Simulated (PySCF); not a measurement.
All values below come from PBE-D3(BJ)/def2-TZVP // PBE0-D4/def2-TZVP in PySCF. Isolated molecules, 0 K electronic values unless said otherwise. One relaxed conformer stands for a flexible species; it need not be the lowest. 

Reference species (SMILES): `O[SiH2][S]` (H–O–Si–S torsion 49°) (neutral, multiplicity 2).

| Item | Value |
|---|---|
| highest occupied spin orbital | -6.31 eV |

Changed species: `[SiH3]` (radical fragment; the reference has radical fragment).

**Question.** Predict the effect on the highest occupied spin orbital.

**Answer.** the highest occupied spin orbital rises by 0.99 eV, to -5.32 eV.
